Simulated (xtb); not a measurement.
Here is a job for xtb.
```
$ xtb mol.xyz --gfn 0 --chrg 0 --uhf 4 --json

# file mol.xyz
4

C     -0.00000000    -0.00000000    -0.59686216
C      0.00000000     0.00000000     0.59686216
H      0.00000000     0.00000000     1.64657465
H     -0.00000000    -0.00000000    -1.64657465
```

Question: Estimate the total energy that xtb 6.7.1 with GFN0-xTB returns for this input.

Answer: -4.7741 Eh

Question: Estimate the partial charges in atom order that GFN0-xTB returns for this input.

Answer: C1 -0.17, C2 -0.17, H3 0.17, H4 0.17
